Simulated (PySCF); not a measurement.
# Working out the electron affinity of B

B⁻ [He] 2s2 2p2 (3P) → B [He] 2s2 2p1 (2P). All numbers are calculated (PySCF 2.14, the non-relativistic Hamiltonian (point nucleus), in dyall-av3z (15s9p3d2f, 71 functions)). Frozen: 1s2; the 13 highest virtual orbitals dropped. Energies in hartree (1 hartree = 27.21139 eV):

```tsv
part	B⁻ (lower)	B (upper)
UHF	-24.521908	-24.533079
MP2 opposite-spin	-0.050739	-0.042564
MP2 same-spin	-0.014042	-0.003359
```

**Question.** What does Hartree-Fock give?

**Answer.** (-24.533079) − (-24.521908) = -0.011171 hartree = -0.304 eV.

**Question.** What do MP2 and SCS-MP2 (6/5 opposite-spin, 1/3 same-spin) give?

**Answer.** The opposite-spin parts differ by 0.222 eV and the same-spin parts by 0.291 eV. MP2: -0.304 + (0.222) + (0.291) = 0.209 eV. SCS-MP2: -0.304 + 1.2 × (0.222) + (0.291)/3 = 0.059 eV.

A first-order spin-orbit estimate adds -0.001 eV to MP2 (valence), giving 0.208 eV against 0.280 eV (measured; photodetachment measurements, as compiled on the Wikipedia data page of electron affinities).

What remains against the reference includes basis incompleteness, the frozen core and correlation beyond second order.
